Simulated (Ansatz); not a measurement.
# Structure relaxation of NaNb₃

Method: DFT PBE, scalar-relativistic, plane waves, PAW in Ansatz 0.2.0. Cutoff 420 eV, Γ-centred k mesh, Gaussian smearing, no spin polarisation in the final step.

NaNb₃ was placed on the sites of a reported Cu3Pd cell (P4/mmm, No. 123), with Na in place of Pd, Nb in place of Cu, at a guessed volume.

```
Na Nb
1.0
     4.04073    0.00000    0.00000
     0.00000    4.04073    0.00000
     0.00000    0.00000    3.99920
Na Nb
1 3
Direct
  0.00000 0.00000 0.00000
  0.00000 0.50000 0.50000
  0.50000 0.00000 0.50000
  0.50000 0.50000 0.00000
```

Steps on the 4×4×4 mesh (4 atoms). 12 of 12 steps are shown, and the free energy counts from the last. Trial steps that were taken back and renewals of the plane-wave basis can be among the rows.

```csv
step,ΔF (meV/atom),V (Å³/atom),P (GPa)
1,237.0,16.32,20.67
2,92.9,18.78,0.38
3,91.7,18.84,0.06
4,85.4,18.97,-0.68
5,62.1,19.04,-1.38
6,29.2,18.86,-0.79
7,10.1,18.59,0.98
8,11.3,18.52,1.49
9,3.5,18.74,-0.08
10,0.4,18.74,0.24
11,0.0,18.77,0.08
12,0.0,18.77,0.08
```

A final relaxation ran on a 10×10×14 mesh. The relaxed crystal, P4/mmm (No. 123):

```cif
data_structure
_symmetry_space_group_name_H-M 'P4/mmm'
_symmetry_Int_Tables_number 123
_cell_length_a 4.6571
_cell_length_b 4.6571
_cell_length_c 3.4549
_cell_angle_alpha 90.000
_cell_angle_beta 90.000
_cell_angle_gamma 90.000
_cell_volume 74.93
loop_
_atom_site_label
_atom_site_type_symbol
_atom_site_symmetry_multiplicity
_atom_site_Wyckoff_symbol
_atom_site_fract_x
_atom_site_fract_y
_atom_site_fract_z
_atom_site_occupancy
Na1 Na 1 a 0.00000 0.00000 0.00000 1
Nb1 Nb 2 e 0.00000 0.50000 0.50000 1
Nb2 Nb 1 c 0.50000 0.50000 0.00000 1
```

| Item | Value |
| --- | --- |
| Volume per atom | 18.73 Å³ |
| Density | 6.69 g/cm³ |
| Energy over the elements | 0.77 eV/atom |
| Gap on the 10×10×14 mesh | 0 eV (a metal) |

The zero of energy is the elements' standard structures at the same level; no fitted shifts are applied.

The final run used a 10×10×14 mesh on its 4-atom cell and 0.10 eV smearing. For metals, differences of a few meV/atom aren't resolved.

A structure relaxed within its symmetry needn't be a true minimum.

Cost: 4 runs of about 3.5 core-minutes in all, on Intel Xeon Platinum 8259CL (Skylake/Cascade Lake) (shared hosts).